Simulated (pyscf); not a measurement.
A first-order saddle from PySCF, ωB97X-D3(BJ)/def2-SVP:

```
Si
H 1 1.4786
H 1 1.4791 2 127.10
H 1 1.5128 2 105.18 3 120.84
H 1 1.6147 2 107.72 4 96.60
As 5 1.8372 1 102.75 2 86.33
O 6 1.6672 5 90.25 1 -15.94
H 6 1.5575 7 103.34 1 -71.43
```

Surface: singlet, charge 0. Lowest wavenumbers (cm⁻¹): 384i, 241, 288, 425, 481.

### Question
Which two sides does it connect, and which bonds change?

### Answer
H₃Si–O–AsH₂ ⇌ O=AsH + silane (SiH₄), an elimination read from left to right: As–H, O–Si broken and H–Si formed. At CCSD(T)/def2-TZVPP + ΔMP2(QZVPP) it lies +2.95 eV from the left side and +0.38 eV from the right (each side as separated species at their lowest minima found). At the saddle there is also a short As–Si contact that neither side keeps. H₃Si–O–AsH₂ lies 0.46 eV over its isomer HO–SiH₂–AsH₂, and others may lie lower still (electronic energy, ωB97M-D3(BJ)). O=AsH lies 0.32 eV over its isomer HO–As: [triplet], and others may lie lower still (electronic energy, ωB97M-D3(BJ)). One saddle was located; it need not be the lowest between these sides. The CCSD(T) − MP2 part came from Ansatz, without density fitting, on the same reference. The frozen core leaves the outer d or s,p core shells of the metals and heavy elements correlated in the MP2 and CC values, and def2-TZVPP describes them poorly, which can shift differences by a few kcal/mol. Elements up to Kr have no core potential and no relativistic terms here.
